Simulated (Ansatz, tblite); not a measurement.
**SiH3(NHEt) (C₂H₉NSi): charged states by level of theory**

What does removing or adding an electron cost or gain for SiH3(NHEt) (C₂H₉NSi)? Each charged state is run at several levels.

Computed with Ansatz 0.2.0, Gaussian basis. Level: as each input shows.

Plan: charge +1 doublet, at the geometry of the singlet (PBE0-D4/def2-TZVP, PBE-D4/def2-TZVP, r2SCAN-D4/def2-TZVP); charge -1 doublet, at the geometry of the singlet (PBE0-D4/def2-TZVPD, PBE-D4/def2-TZVPD, r2SCAN-D4/def2-TZVPD); the starting singlet's energies come from earlier runs.

## (1) The structure

The geometry is that of the singlet, from an earlier relaxation (PBE-D4/def2-SVP).

13 atoms, charge 0, spin multiplicity 1.

Atoms are counted from 1 here; the program's logs count them from 0.

Bond lengths: Si1–H2 1.504 Å, Si1–H3 1.516 Å, Si1–H4 1.507 Å, Si1–N5 1.745 Å, N5–C6 1.457 Å, N5–H8 1.024 Å, C6–C7 1.533 Å, C6–H9 1.114 Å, C6–H10 1.113 Å, C7–H11 1.110 Å, C7–H12 1.110 Å, C7–H13 1.110 Å. Angles: H2–Si1–H3 107.4°, H2–Si1–H4 110.9°, H2–Si1–N5 106.9°, H3–Si1–H4 106.4°, H3–Si1–N5 116.9°, H4–Si1–N5 108.4°, Si1–N5–C6 124.2°, Si1–N5–H8 116.6°, C6–N5–H8 113.4°, N5–C6–C7 115.0°, N5–C6–H9 109.4°, N5–C6–H10 107.9°, C7–C6–H9 109.4°, C7–C6–H10 109.5°, H9–C6–H10 105.3°, C6–C7–H11 111.2°, C6–C7–H12 111.4°, C6–C7–H13 111.0° and more.

Geometry (Å):

```xyz
13
charge 0, multiplicity 1
Si    0.4316    1.5274    1.1357
H     0.0710    1.9005    2.5477
H     1.9166    1.2213    1.1126
H     0.2217    2.6917    0.2028
N    -0.6473    0.2404    0.6612
C    -0.7138   -0.3195   -0.6827
C     0.2892   -1.4434   -0.9674
H    -0.9178   -0.4239    1.3919
H    -1.7470   -0.6882   -0.8787
H    -0.5555    0.5107   -1.4066
H     1.3335   -1.0915   -0.8381
H     0.1821   -1.8278   -2.0033
H     0.1356   -2.2978   -0.2750
```

## (2) Charge +1 doublet at the fixed geometry, first pass, PBE0-D4/def2-SVP

File in.yaml:

```yaml
crystal:
  periodic: [false, false, false]
  atoms:
    - {symbol: Si, position_ang: [0.431562, 1.527357, 1.135700]}
    - {symbol: H, position_ang: [0.071010, 1.900512, 2.547727]}
    - {symbol: H, position_ang: [1.916601, 1.221327, 1.112553]}
    - {symbol: H, position_ang: [0.221676, 2.691655, 0.202771]}
    - {symbol: N, position_ang: [-0.647294, 0.240447, 0.661221]}
    - {symbol: C, position_ang: [-0.713760, -0.319505, -0.682725]}
    - {symbol: C, position_ang: [0.289200, -1.443376, -0.967444]}
    - {symbol: H, position_ang: [-0.917809, -0.423888, 1.391910]}
    - {symbol: H, position_ang: [-1.747036, -0.688182, -0.878715]}
    - {symbol: H, position_ang: [-0.555458, 0.510688, -1.406611]}
    - {symbol: H, position_ang: [1.333524, -1.091456, -0.838060]}
    - {symbol: H, position_ang: [0.182148, -1.827804, -2.003305]}
    - {symbol: H, position_ang: [0.135637, -2.297786, -0.275033]}
basis:
  gaussian: {orbitals: def2-SVP}
total_charge: 1
magnetization: {spin_polarized: true, initial_magnetization: 1}
hamiltonian: {xc: pbe0, dispersion: d4}
output: {orbitals: {seedname: orbitals}}
```

Command:

```sh
ansatz run in.yaml --threads 4 --pin off --events-out ev --progress --plain --max-ram 3916MiB
```

Standard output:

```text
Functional definition: PBE0
  name "PBE0"
  cite "Adamo & Barone, J. Chem. Phys. 110, 6158 (1999) doi:10.1063/1.478522"
  cite "Perdew, Burke & Ernzerhof, Phys. Rev. Lett. 77, 3865 (1996) doi:10.1103/PhysRevLett.77.3865"
  parent pbe
  parameter a = 0.25
  parameter kappa = 0.804
  parameter beta = 0.06672455060314922
  exchange = (1 - a)*pbe_x(kappa = kappa, mu = beta*pi^2/3) + a*exact_x
  correlation = pbe_c(beta = beta)
1206 factors; their error is unknown
mean field evaluation 1: about -11550.2600 eV, gradient 5.5e1 eV
mean field evaluation 2: about -11513.4704 eV, gradient 9.6e1 eV
mean field evaluation 4: about -11566.1578 eV, gradient 1.3e1 eV
mean field evaluation 8: about -11566.9359 eV, gradient 1.2e-1 eV
mean field evaluation 16: about -11566.9685 eV, gradient 1.0e-3 eV
mean field -11566.96849755 eV, -425.0782519122 hartree, gradient 4.4e-5 eV, S^2 0.756849; 0 other end points of the search recorded, 0 dependent functions left out
reference -11566.96852534 eV, -425.0782529334 hartree; 21, 20 occupied and 84, 85 virtual orbitals, 1206 factors
Total energy: -11567.13519990 eV, -425.0843781104 hartree
```

Wall time 1.5 s (4 threads of Arm Neoverse V2, shared host).

HOMO -14.54 eV, LUMO -10.80 eV (over both spins); ⟨S²⟩ 0.757 (pure: 0.75).

## (3) Charge +1 doublet at the fixed geometry, PBE0-D4/def2-TZVP

start.molden holds the orbitals of an earlier run on this state, given as this run's starting guess.

Edit in.yaml of step 2 so:

```diff
@@ -17,3 +17,3 @@
 basis:
-  gaussian: {orbitals: def2-SVP}
+  gaussian: {orbitals: def2-TZVP, initial_orbitals: start.molden}
 total_charge: 1
@@ -21,2 +21,3 @@
 hamiltonian: {xc: pbe0, dispersion: d4}
+scf: {omitted_lower_state_checks: [starts]}
 output: {orbitals: {seedname: orbitals}}
```

The command is unchanged.

Standard output:

```text
Functional definition: PBE0
  name "PBE0"
  cite "Adamo & Barone, J. Chem. Phys. 110, 6158 (1999) doi:10.1063/1.478522"
  cite "Perdew, Burke & Ernzerhof, Phys. Rev. Lett. 77, 3865 (1996) doi:10.1103/PhysRevLett.77.3865"
  parent pbe
  parameter a = 0.25
  parameter kappa = 0.804
  parameter beta = 0.06672455060314922
  exchange = (1 - a)*pbe_x(kappa = kappa, mu = beta*pi^2/3) + a*exact_x
  correlation = pbe_c(beta = beta)
these checks for a lower state are left out or cut short: starts
1179 factors; their error is unknown
mean field evaluation 1: about -11571.3772 eV, gradient 7.8e1 eV
mean field evaluation 2: about -11573.7087 eV, gradient 2.3e0 eV
mean field evaluation 4: about -11573.7560 eV, gradient 3.1e-1 eV
mean field evaluation 8: about -11573.7562 eV, gradient 1.1e-5 eV
mean field -11573.75624247 eV, -425.3276969369 hartree, gradient 1.1e-5 eV, S^2 0.757224; 0 other end points of the search recorded, 0 dependent functions left out
reference -11573.75627703 eV, -425.3276982069 hartree; 21, 20 occupied and 163, 164 virtual orbitals, 1179 factors
Total energy: -11573.92295158 eV, -425.3338233840 hartree
Checks for a lower state left out: starts
```

Run time: 2.8 s. Hardware: 4 threads of Arm Neoverse V2, shared host.

HOMO -14.50 eV, LUMO -10.75 eV (over both spins); ⟨S²⟩ 0.757 (pure: 0.75).

## (4) Charge +1 doublet at the fixed geometry, PBE-D4/def2-TZVP

Edit in.yaml of step 3 so:

```diff
@@ -20,3 +20,3 @@
 magnetization: {spin_polarized: true, initial_magnetization: 1}
-hamiltonian: {xc: pbe0, dispersion: d4}
+hamiltonian: {xc: pbe, dispersion: d4}
 scf: {omitted_lower_state_checks: [starts]}
```

The command is unchanged.

Standard output:

```text
Functional definition: PBE
  name "PBE"
  cite "Perdew, Burke & Ernzerhof, Phys. Rev. Lett. 77, 3865 (1996) doi:10.1103/PhysRevLett.77.3865"
  parent pbe
  parameter kappa = 0.804
  parameter beta = 0.06672455060314922
  exchange = pbe_x(kappa = kappa, mu = beta*pi^2/3)
  correlation = pbe_c(beta = beta)
these checks for a lower state are left out or cut short: starts
1163 factors; their error is unknown
mean field evaluation 1: about -11572.3977 eV, gradient 6.8e0 eV
mean field evaluation 2: about -11572.5301 eV, gradient 2.4e-1 eV
mean field evaluation 4: about -11572.4987 eV, gradient 9.0e-3 eV
mean field evaluation 8: about -11572.4987 eV, gradient 1.9e-5 eV
mean field -11572.49874102 eV, -425.2814846110 hartree, gradient 1.9e-5 eV, S^2 0.753698; 0 other end points of the search recorded, 0 dependent functions left out
reference -11572.49878711 eV, -425.2814863049 hartree; 21, 20 occupied and 163, 164 virtual orbitals, 1163 factors
Total energy: -11572.69691854 eV, -425.2887675006 hartree
Checks for a lower state left out: starts
```

It took 2.2 s on 4 threads of Arm Neoverse V2, shared host.

HOMO -12.99 eV, LUMO -11.75 eV (over both spins); ⟨S²⟩ 0.754 (pure: 0.75).

## (5) Charge +1 doublet at the fixed geometry, r2SCAN-D4/def2-TZVP

Edit in.yaml of step 4 so:

```diff
@@ -20,3 +20,3 @@
 magnetization: {spin_polarized: true, initial_magnetization: 1}
-hamiltonian: {xc: pbe, dispersion: d4}
+hamiltonian: {xc: r2scan, dispersion: d4}
 scf: {omitted_lower_state_checks: [starts]}
```

Launched as before.

Standard output:

```text
Functional definition: r2SCAN
  name "r2SCAN"
  cite "Furness, Kaplan, Ning, Perdew & Sun, J. Phys. Chem. Lett. 11, 8208 (2020) doi:10.1021/acs.jpclett.0c02405"
  cite "Furness, Kaplan, Ning, Perdew & Sun, J. Phys. Chem. Lett. 11, 9248 (2020) doi:10.1021/acs.jpclett.0c03077"
  parent r2scan
  parameter k0 = 0.174
  parameter k1 = 0.065
  parameter a1 = 4.9479
  exchange = r2scan_x(k0 = k0, k1 = k1, a1 = a1)
  correlation = r2scan_c
these checks for a lower state are left out or cut short: starts
1163 factors; their error is unknown
mean field evaluation 1: about -11578.6794 eV, gradient 4.1e0 eV
mean field evaluation 2: about -11578.7188 eV, gradient 6.0e-2 eV
mean field evaluation 4: about -11578.6867 eV, gradient 1.2e-3 eV
mean field -11578.68665980 eV, -425.5088864321 hartree, gradient 8.7e-5 eV, S^2 0.758570; 0 other end points of the search recorded, 0 dependent functions left out
reference -11578.68667609 eV, -425.5088870308 hartree; 21, 20 occupied and 163, 164 virtual orbitals, 1163 factors
Total energy: -11578.73674001 eV, -425.5107268457 hartree
Checks for a lower state left out: starts
```

Wall time 4.5 s (4 threads of Arm Neoverse V2, shared host).

HOMO -13.48 eV, LUMO -11.46 eV (over both spins); ⟨S²⟩ 0.759 (pure: 0.75).

## (6) Vertical ionisation energy

Charged state less starting state, singlet to doublet; the starting state's energies are those of its earlier runs.

| level | vertical ionisation energy (eV) | time |
| --- | --- | --- |
| PBE-D4/def2-TZVP | +8.67 | 3.5 s |
| r2SCAN-D4/def2-TZVP | +8.67 | 7.4 s |
| PBE0-D4/def2-TZVP | +8.81 | 4.4 s |

Times add the two runs; a level without a time comes out of a correlated run.

Beside −ε(HOMO) of the starting state:

| level | −ε(HOMO) (eV) | by difference (eV) | mismatch (eV) |
| --- | --- | --- | --- |
| PBE-D4/def2-TZVP | 5.43 | 8.67 | -3.24 |
| r2SCAN-D4/def2-TZVP | 5.70 | 8.67 | -2.97 |
| PBE0-D4/def2-TZVP | 6.77 | 8.81 | -2.03 |

## (7) Charge -1 doublet at the fixed geometry, first pass, PBE0-D4/def2-SVP

Edit in.yaml of step 5 so:

```diff
@@ -17,7 +17,6 @@
 basis:
-  gaussian: {orbitals: def2-TZVP, initial_orbitals: start.molden}
-total_charge: 1
+  gaussian: {orbitals: def2-SVP}
+total_charge: -1
 magnetization: {spin_polarized: true, initial_magnetization: 1}
-hamiltonian: {xc: r2scan, dispersion: d4}
-scf: {omitted_lower_state_checks: [starts]}
+hamiltonian: {xc: pbe0, dispersion: d4}
 output: {orbitals: {seedname: orbitals}}
```

Same command.

Standard output:

```text
Functional definition: PBE0
  name "PBE0"
  cite "Adamo & Barone, J. Chem. Phys. 110, 6158 (1999) doi:10.1063/1.478522"
  cite "Perdew, Burke & Ernzerhof, Phys. Rev. Lett. 77, 3865 (1996) doi:10.1103/PhysRevLett.77.3865"
  parent pbe
  parameter a = 0.25
  parameter kappa = 0.804
  parameter beta = 0.06672455060314922
  exchange = (1 - a)*pbe_x(kappa = kappa, mu = beta*pi^2/3) + a*exact_x
  correlation = pbe_c(beta = beta)
1069 factors; integrals over basis functions are off by at most 1.2e-3 eV
mean field evaluation 1: about -11570.6326 eV, gradient 2.1e1 eV
mean field evaluation 2: about -11570.4401 eV, gradient 2.3e1 eV
mean field evaluation 4: about -11572.9265 eV, gradient 1.3e0 eV
mean field evaluation 8: about -11573.1386 eV, gradient 1.4e-1 eV
mean field evaluation 16: about -11573.1393 eV, gradient 1.4e-3 eV
mean field -11573.13926577 eV, -425.3050234614 hartree, gradient 2.4e-5 eV, S^2 0.752287; 2 other end points of the search recorded, 0 dependent functions left out
reference -11573.13930244 eV, -425.3050248090 hartree; 22, 21 occupied and 83, 84 virtual orbitals, 1069 factors
Total energy: -11573.38020647 eV, -425.3138778689 hartree
```

It took 2.3 s on 4 threads of Arm Neoverse V2, shared host.

HOMO 4.16 eV, LUMO 5.91 eV (over both spins); ⟨S²⟩ 0.752 (pure: 0.75). Doubts: highest occupied level lies above zero.

## (8) Charge -1 doublet at the fixed geometry, PBE0-D4/def2-TZVPD

Edit in.yaml of step 7 so:

```diff
@@ -17,3 +17,3 @@
 basis:
-  gaussian: {orbitals: def2-SVP}
+  gaussian: {orbitals: def2-TZVPD, initial_orbitals: start.molden}
 total_charge: -1
@@ -21,2 +21,3 @@
 hamiltonian: {xc: pbe0, dispersion: d4}
+scf: {omitted_lower_state_checks: [starts]}
 output: {orbitals: {seedname: orbitals}}
```

Same command.

Standard output (excerpt; [...] marks lines left out):

```text
Functional definition: PBE0
  name "PBE0"
  cite "Adamo & Barone, J. Chem. Phys. 110, 6158 (1999) doi:10.1063/1.478522"
  cite "Perdew, Burke & Ernzerhof, Phys. Rev. Lett. 77, 3865 (1996) doi:10.1103/PhysRevLett.77.3865"
  parent pbe
[...]
1282 factors; their error is unknown
[...]
mean field -11581.36869100 eV, -425.6074492607 hartree, gradient 5.1e-6 eV, S^2 0.750427; 0 other end points of the search recorded, 0 dependent functions left out
reference -11581.36873173 eV, -425.6074507574 hartree; 22, 21 occupied and 213, 214 virtual orbitals, 1282 factors
Total energy: -11581.60963576 eV, -425.6163038174 hartree
Checks for a lower state left out: starts
```

It took 8.5 s on 4 threads of Arm Neoverse V2, shared host; peak memory 0.74 GiB.

Report: HOMO 2.25 eV, LUMO 3.38 eV (over both spins); ⟨S²⟩ 0.750 (pure: 0.75). Doubts: highest occupied level lies above zero.

## (9) Charge -1 doublet at the fixed geometry, PBE-D4/def2-TZVPD

Edit in.yaml of step 8 so:

```diff
@@ -20,3 +20,3 @@
 magnetization: {spin_polarized: true, initial_magnetization: 1}
-hamiltonian: {xc: pbe0, dispersion: d4}
+hamiltonian: {xc: pbe, dispersion: d4}
 scf: {omitted_lower_state_checks: [starts]}
```

Same command.

Standard output:

```text
Functional definition: PBE
  name "PBE"
  cite "Perdew, Burke & Ernzerhof, Phys. Rev. Lett. 77, 3865 (1996) doi:10.1103/PhysRevLett.77.3865"
  parent pbe
  parameter kappa = 0.804
  parameter beta = 0.06672455060314922
  exchange = pbe_x(kappa = kappa, mu = beta*pi^2/3)
  correlation = pbe_c(beta = beta)
these checks for a lower state are left out or cut short: starts
1261 factors; their error is unknown
mean field evaluation 1: about -11580.0952 eV, gradient 6.8e0 eV
mean field evaluation 2: about -11580.1951 eV, gradient 1.2e-1 eV
mean field evaluation 4: about -11580.1490 eV, gradient 1.8e-2 eV
mean field evaluation 8: about -11580.1490 eV, gradient 1.3e-5 eV
mean field evaluation 16: about -11580.1490 eV, gradient 8.1e-6 eV
mean field -11580.14899647 eV, -425.5626263132 hartree, gradient 8.1e-6 eV, S^2 0.750370; 0 other end points of the search recorded, 0 dependent functions left out
reference -11580.14905294 eV, -425.5626283886 hartree; 22, 21 occupied and 213, 214 virtual orbitals, 1261 factors
Total energy: -11580.43508933 eV, -425.5731400319 hartree
Checks for a lower state left out: starts
```

Run time: 6 s. Hardware: 4 threads of Arm Neoverse V2, shared host; peak memory 0.65 GiB.

From the report: HOMO 2.54 eV, LUMO 2.91 eV (over both spins); ⟨S²⟩ 0.750 (pure: 0.75). Doubts: highest occupied level lies above zero.

## (10) Charge -1 doublet at the fixed geometry, r2SCAN-D4/def2-TZVPD

Edit in.yaml of step 9 so:

```diff
@@ -20,3 +20,3 @@
 magnetization: {spin_polarized: true, initial_magnetization: 1}
-hamiltonian: {xc: pbe, dispersion: d4}
+hamiltonian: {xc: r2scan, dispersion: d4}
 scf: {omitted_lower_state_checks: [starts]}
```

Same command.

Standard output (excerpt; [...] marks lines left out):

```text
Functional definition: r2SCAN
  name "r2SCAN"
  cite "Furness, Kaplan, Ning, Perdew & Sun, J. Phys. Chem. Lett. 11, 8208 (2020) doi:10.1021/acs.jpclett.0c02405"
  cite "Furness, Kaplan, Ning, Perdew & Sun, J. Phys. Chem. Lett. 11, 9248 (2020) doi:10.1021/acs.jpclett.0c03077"
  parent r2scan
[...]
1261 factors; their error is unknown
[...]
mean field -11586.19722872 eV, -425.7848947487 hartree, gradient 1.1e-5 eV, S^2 0.751164; 0 other end points of the search recorded, 0 dependent functions left out
reference -11586.19725751 eV, -425.7848958069 hartree; 22, 21 occupied and 213, 214 virtual orbitals, 1261 factors
Total energy: -11586.27186571 eV, -425.7876376076 hartree
Checks for a lower state left out: starts
```

It took 11 s on 4 threads of Arm Neoverse V2, shared host; peak memory 0.72 GiB.

From the report: HOMO 2.56 eV, LUMO 3.29 eV (over both spins); ⟨S²⟩ 0.751 (pure: 0.75). Doubts: highest occupied level lies above zero.

## (11) Vertical electron affinity

Starting state less charged state (positive: the electron is bound), singlet to doublet; the starting state's energies are those of its earlier runs.

| level | vertical electron affinity (eV) | time |
| --- | --- | --- |
| PBE-D4/def2-TZVPD | -0.97 | 8 s |
| r2SCAN-D4/def2-TZVPD | -1.17 | 14 s |
| PBE0-D4/def2-TZVPD | -1.15 | 11 s |

Times add the two runs; a level without a time comes out of a correlated run.

Beside −ε(LUMO) of the starting state:

| level | −ε(LUMO) (eV) | by difference (eV) | mismatch (eV) |
| --- | --- | --- | --- |
| PBE-D4/def2-TZVPD | 0.65 | -0.97 | +1.62 |
| r2SCAN-D4/def2-TZVPD | 0.10 | -1.17 | +1.27 |
| PBE0-D4/def2-TZVPD | -0.09 | -1.15 | +1.06 |

## (12) Outcome

| quantity | value |
| --- | --- |
| vertical ionisation energy, functionals in def2-TZVP | 8.67 (PBE-D4) to 8.81 eV (PBE0-D4) |
| vertical electron affinity, functionals in def2-TZVPD | -1.17 (r2SCAN-D4) to -0.97 eV (PBE-D4) |

In words: The vertical ionisation energy spans 8.67 to 8.81 eV over the functionals. −ε(HOMO) misses the level's own difference by -2.03 eV at best (PBE0-D4) and -3.24 eV at worst (PBE-D4). The vertical electron affinity spans -1.17 to -0.97 eV over the functionals. A negative affinity means an unbound electron, held by the basis alone. −ε(LUMO) misses the level's own difference by +1.06 eV at best (PBE0-D4) and +1.62 eV at worst (PBE-D4).
